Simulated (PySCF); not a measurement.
Towards the basis-set limit for NaO

State: ²Π, doublet, unpaired electrons π ↑. De refers to Na + O. ROHF-based CCSD(T) in PySCF 2.14 with Na cc-pCVDZ, O aug-cc-pVDZ and Na cc-pCVTZ, O aug-cc-pVTZ (frozen core orbitals: 2; no relativity). Correlation energies are extrapolated as n⁻³ (n = 2, 3), Hartree–Fock as (n+1)·exp(−9√n). CV is the change on freezing 1 orbitals instead, in Na cc-pCVTZ, O cc-pwCVTZ. SR is the spin-free X2C energy in Na cc-pCVTZ-DK, O cc-pVTZ-DK less the non-relativistic one in Na cc-pCVTZ, O cc-pVTZ.

| Level | Re (Å) | ωe (cm⁻¹) | ωexe (cm⁻¹) | αe (cm⁻¹) | De (eV) |
| --- | --- | --- | --- | --- | --- |
| CCSD(T)/DZ | 2.0841 | 474.2 | 3.37 | 0.00455 | 2.488 |
| CCSD(T)/TZ | 2.0674 | 481.0 | 3.15 | 0.00441 | 2.643 |
| HF/CBS | 2.0486 | 508.1 | 3.15 | 0.00426 | 0.943 |
| MP2/CBS | 2.0610 | 486.2 | 3.09 | 0.00437 | 2.790 |
| CCSD/CBS | 2.0553 | 491.9 | 3.13 | 0.00438 | 2.569 |
| CCSD(T)/CBS | 2.0607 | 484.8 | 3.15 | 0.00443 | 2.712 |
| CCSD(T)/CBS+CV | 2.0599 | 485.2 | 3.15 | 0.00443 | 2.717 |
| CCSD(T)/CBS+CV+SR | 2.0591 | 485.3 | 3.15 | 0.00444 | 2.708 |

Q: How much is left between CCSD(T)/TZ and the basis-set limit, and how much do the triples give at the limit?

A: CCSD(T)/CBS less CCSD(T)/TZ: -6.7 mÅ in Re, +3.8 cm⁻¹ in ωe and +0.069 eV in De. CCSD(T)/CBS less CCSD/CBS: +5.4 mÅ in Re, -7.1 cm⁻¹ in ωe and +0.143 eV in De.

Q: What do the later terms add?

A: CV: -0.8 mÅ in Re, +0.4 cm⁻¹ in ωe and +0.005 eV in De; SR: -0.8 mÅ in Re, +0.1 cm⁻¹ in ωe and -0.009 eV in De, each against the row above.

The T1 diagnostic is 0.021. Spin–orbit coupling, excitations beyond (T) and corrections to the Born–Oppenheimer picture are left out.

The whole job (state search and all basis sets along the bond) took about 33 min on 4 threads of Intel Xeon Platinum 8259CL @ 2.50GHz (shared host), peak memory 6.4 GiB.
